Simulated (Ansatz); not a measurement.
## One structure, 7 elements: ZrSb3, NbSb3, Sb3Mo, Sb3Ru, Sb3Pd, AgSb3, SnSb3

Plane-wave DFT in Ansatz with scalar-relativistic PAW potentials, cutoff 420 eV, Γ-centred meshes chosen by cell and gap, Gaussian smearing with energies taken to zero width. Every cell was relaxed (cell and atoms) in a run of its own, within the symmetry of its start. Functional: PBE.

All members share space group Pm-3m and the same sites; only the element on one set of sites changes (Zr, Nb, Mo, Ru, Pd, Ag, Sn). Members needn't be the stable form of their composition. Energies over the elements, where given, are against the elements' standard states in the same functional (H₂, N₂, O₂ and halogens uncorrected, Hg as a solid). The first member:

Space group Pm-3m (No. 221). a = 4.666 Å, b = 4.666 Å, c = 4.666 Å, α = 90.00°, β = 90.00°, γ = 90.00°
```tsv
atom	site	symmetry	x	y	z
Zr	1a	m-3m	0.0000	0.0000	0.0000
Sb	3c	4/mm.m	0.0000	0.5000	0.5000
```

| compound | V (Å³/atom) | a (Å) | energy over elements (eV/atom) |
| --- | --- | --- | --- |
| ZrSb3 | 25.40 | 4.666 | 0.049 |
| NbSb3 | 24.06 | 4.583 | 0.526 |
| Sb3Mo | 23.20 | 4.527 | 0.795 |
| Sb3Ru | 22.70 | 4.495 | 0.590 |
| AgSb3 | 25.72 | 4.685 | 0.293 |
| SnSb3 | 27.84 | 4.811 | 0.231 |

Question: Predict the member with Pd.

Answer: V (Å³/atom) 24.03, a (Å) 4.581, energy over elements (eV/atom) 0.162. Interpolating linearly in position along the row between Ru and Ag would give 24.71 Å³/atom (2.8 % too large), with 0.392 eV/atom over the elements. Over the whole series the volume has no steady trend along the row (least for Ru); all are metallic on the mesh; none is bound against its elements in this structure, and Zr comes closest. A least volume inside the transition series is what filling first bonding and then antibonding d states gives.

Spin-orbit coupling is left out, which matters for the bands of heavy elements.